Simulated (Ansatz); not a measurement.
**HBBe, triplet in cc-pVDZ: errors against full CI**

Geometry: a point of a stretch scan, not a stationary point.

```yaml
atoms:
  - { symbol: B, position_ang: [0.0000, 0.0000, -0.2807] }
  - { symbol: Be, position_ang: [0.0000, 0.0000, -2.0935] }
  - { symbol: H, position_ang: [0.0000, 0.0000, 2.3743] }
```

Basis cc-pVDZ; Ansatz 0.2.0. Only valence electrons are correlated (noble-gas cores frozen), which leaves 6 electrons in 31 orbitals. R marks a restricted (for open shells ROHF) determinant, U an unrestricted one. Active spaces: valence = (6e, 9o) chosen from the atoms' valence shells; pair = (4e, 4o) about the gap.

Full CI is exact within this basis and frozen core; it isn't the basis-set limit. The frozen core follows each run's orbitals, which can shift R against U totals by a few meV.

Unrestricted rows (U) aren't spin-pure: their determinants' ⟨S²⟩ exceeds S(S+1) by up to 0.81, so they mix in states of higher spin. HF rows: RHF is the lowest solution found. Coupled cluster chose its determinant by a search with trial CCSD, here up to 1.12 eV above the lowest Hartree–Fock solution of its kind, and MP2 stands on that determinant too.

BCCD(T) turns its orbitals far from the restricted determinant (T1 = 0.138 for the singles of that rotation), so its spin and state can't be checked, and it isn't compared.

```
UHF ⟨S²⟩                            : 2.907
⟨S²⟩ of the determinant under UCCSD : 2.815
T1 diagnostic (RCCSD)               : 0.0871
largest doubles amplitude (RCCSD)   : 0.308
T1 diagnostic (UCCSD)               : 0.0755
```

| level | E − E(determinant under the R cluster runs) (eV) |
| --- | --- |
| UMP2 | -3.6325 |
| RCCSD* | -4.5554 |
| UCCSD* | -4.6101 |
| RCCSD(T)* | -4.8613 |
| UCCSD(T)* | -4.7791 |

Q: Estimate how far full CI in cc-pVDZ lies from RCCSD(T). The table doesn't fix it; the size of (T) and the diagnostics are the guide.

A: Full CI in cc-pVDZ lies 7.4 kJ/mol below RCCSD(T), which is 25 % of the (T) step (-29.5 kJ/mol). More than one determinant leads, and the rest is a large part of (T). The miss exceeds 1 kcal/mol.

The other levels:

```json
{"level": "RHF†", "E − E(full CI) (kJ/mol)": "368.7", "share of correlation (%)": "–", "wall time": "–"}
{"level": "RCCSDT*", "E − E(full CI) (kJ/mol)": "2.3", "share of correlation (%)": "99.52", "wall time": "–"}
{"level": "UCCSDT", "E − E(full CI) (kJ/mol)": "2.1", "share of correlation (%)": "99.57", "wall time": "–"}
{"level": "RCCSDT(Q)*", "E − E(full CI) (kJ/mol)": "0.0", "share of correlation (%)": "100.01", "wall time": "9 s"}
{"level": "UCCSDT(Q)", "E − E(full CI) (kJ/mol)": "-0.2", "share of correlation (%)": "100.05", "wall time": "10 s"}
{"level": "CASSCF (pair space)", "E − E(full CI) (kJ/mol)": "222.8", "share of correlation (%)": "53.24", "wall time": "–"}
{"level": "NEVPT2 (pair space)", "E − E(full CI) (kJ/mol)": "79.2", "share of correlation (%)": "83.37", "wall time": "1 s"}
{"level": "MRCISD (pair space)", "E − E(full CI) (kJ/mol)": "26.0", "share of correlation (%)": "94.55", "wall time": "–"}
{"level": "MRCISD+Q (pair space)", "E − E(full CI) (kJ/mol)": "11.0", "share of correlation (%)": "97.68", "wall time": "1.4 s"}
{"level": "CASSCF (valence space)", "E − E(full CI) (kJ/mol)": "111.0", "share of correlation (%)": "76.69", "wall time": "–"}
{"level": "NEVPT2 (valence space)", "E − E(full CI) (kJ/mol)": "34.4", "share of correlation (%)": "92.77", "wall time": "3 s"}
{"level": "MRCISD (valence space)", "E − E(full CI) (kJ/mol)": "7.4", "share of correlation (%)": "98.46", "wall time": "–"}
{"level": "MRCISD+Q (valence space)", "E − E(full CI) (kJ/mol)": "3.9", "share of correlation (%)": "99.17", "wall time": "4.2 s"}
```

An asterisk marks runs whose energy the program itself flagged as in doubt. A dagger marks rows that describe another state than the reference (another or a broken symmetry, a higher spin or other natural occupations), so the difference holds a gap between states beside the method's error.

The correlation energy at full CI, counted from the determinant under the R cluster runs, is -4.938 eV. That run took 2.1 min on 1 thread of Arm Neoverse V2, shared host over 5,050,836 determinants.

Run but not shown, since their state, orbitals or frozen core can't be matched to the reference's or they repeat it: UHF, RMP2, CISD, BCCD(T).

Times hold each run's SCF and search for its determinant on a shared host, so for small cases they say little of a method's own cost; they ran on 1 thread of Arm Neoverse V2.

The full-CI state has the irrep B1 of C2v, in the program's axes (one component, if the state is degenerate).

Natural occupations of full CI about the gap: 1.913 1.600 0.987 0.970 0.360 0.054 0.040 0.018 0.015 0.009; effectively unpaired electrons, Σ n²(2−n)², 2.80. No single determinant describes this state well, so single-reference rows can miss without a flag.
